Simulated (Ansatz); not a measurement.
## SbH2⁺, triplet in def2-SVP: errors against full CI

Geometry: a point of a bend scan, not a stationary point.

```xyz
3

Sb    0.0000    0.0000    0.0000
H     0.0000    0.0000   -1.6907
H     0.0000    0.0000    1.6907
```

Basis def2-SVP with its core potentials; Ansatz 0.2.0. Only valence electrons are correlated (noble-gas cores and the filled d shells of p-block atoms frozen), which leaves 6 electrons in 27 orbitals. Prefix R: restricted or restricted open-shell reference; prefix U: unrestricted. Active spaces: pair = (4e, 4o) about the gap; valence = (6e, 6o) chosen from the atoms' valence shells. No spin–orbit coupling is included; scalar relativity enters through the core potentials alone.

Full CI is exact within this basis and frozen core; it isn't the basis-set limit. The frozen core follows each run's orbitals, which can shift R against U totals by a few meV for light atoms and by up to 0.1 eV past Ca.

For open shells CISD is restricted-active-space CI with the open shells as a complete middle space.

The UHF ⟨S²⟩ is 2.078 and the T1 diagnostic (RCCSD) is 0.0338. The largest doubles amplitude (RCCSD) is 0.141.

| level | E − E(RHF) (eV) |
| --- | --- |
| RMP2 | -2.1400 |
| RCCSD | -2.7809 |
| RCCSD(T) | -2.8438 |

**Question.** Estimate how far full CI in def2-SVP lies from RCCSD(T). The table doesn't fix it; the size of (T) and the diagnostics are the guide.

**Answer.** Full CI in def2-SVP lies 0.46 kcal/mol below RCCSD(T), which is 32 % of the (T) step (-1.45 kcal/mol). T1 is raised, a doubles amplitude is large, and the rest is a large part of (T).

The other levels:

| level | E − E(full CI) (kcal/mol) | share of correlation (%) | wall time |
| --- | --- | --- | --- |
| CISD | 3.67 | 94.45 | 1.4 s |
| BCCD(T) | 0.43 | 99.35 | 1.3 s |
| RCCSDT | 0.04 | 99.94 | – |
| RCCSDT(Q) | -0.01 | 100.02 | 4.5 s |
| CASSCF (valence space) | 32.80 | 50.34 | – |
| NEVPT2 (valence space) | 8.17 | 87.62 | 0.96 s |
| MRCISD (valence space) | 1.03 | 98.44 | – |
| MRCISD+Q (valence space) | -0.05 | 100.07 | 1.4 s |
| MRCISD+Q(relaxed) (valence space) | -0.39 | 100.59 | 1.4 s |

The correlation energy at full CI, counted from RHF, is -2.864 eV. That run took 8 s on 1 thread of Arm Neoverse V1, shared host over 1,060,232 determinants.

Run but not shown, since their state or frozen core can't be matched to the reference's or they repeat it: UHF, UMP2, UCCSD, UCCSD(T), UCCSDT, UCCSDT(Q), CASSCF (pair space), NEVPT2 (pair space), MRCISD (pair space), MRCISD+Q (pair space).

Times hold each run's SCF and search for its determinant on a shared host, so for small cases they say little of a method's own cost; they ran on 1 thread of Arm Neoverse V1.

More than 5 meV below full CI, which no variational method can be: MRCISD+Q(relaxed) (valence space).

The full-CI state has the irrep B1g of D2h, in the program's axes (one component, if the state is degenerate).

Natural occupations of full CI about the gap: 1.944 1.913 0.990 0.990 0.092 0.018 0.009 0.009 0.007 0.007; effectively unpaired electrons, Σ n²(2−n)², 2.07.
